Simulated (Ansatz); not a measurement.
A run of Ansatz (development build ahead of 0.2.0) on singlet SiH₂ at this shape:

```xyz
3

Si   -0.4615    0.3649    0.6544
H    -1.0893   -1.4669    0.0025
H     1.2529   -0.4183    1.4431
```

Its results:

```
Converged                 : yes
Reference energy          : -289.93252 hartree
CCSD correlation energy   : -0.12869 hartree
Triples correction        : -0.00381 hartree
Total energy              : -290.06501 hartree
T1 diagnostic             : 0.024
Largest doubles amplitude : 0.10
```

Which input gives this output? Name the method, the orbitals and the basis set, and write the input.

RHF-CCSD(T) in cc-pVDZ. An unrestricted run that stays on the closed shell gives the same numbers.

```yaml
crystal:
  periodic: [false, false, false]
  atoms:
    - { symbol: Si, position_ang: [-0.46148, 0.36487, 0.6544] }
    - { symbol: H, position_ang: [-1.08933, -1.4669, 0.00246] }
    - { symbol: H, position_ang: [1.25292, -0.4183, 1.44313] }
basis:
  gaussian: { orbitals: cc-pVDZ }
hamiltonian:
  xc: hf
correlation:
  method: ccsd_t
  frozen_orbitals: { H: 0, Si: 5 }
```
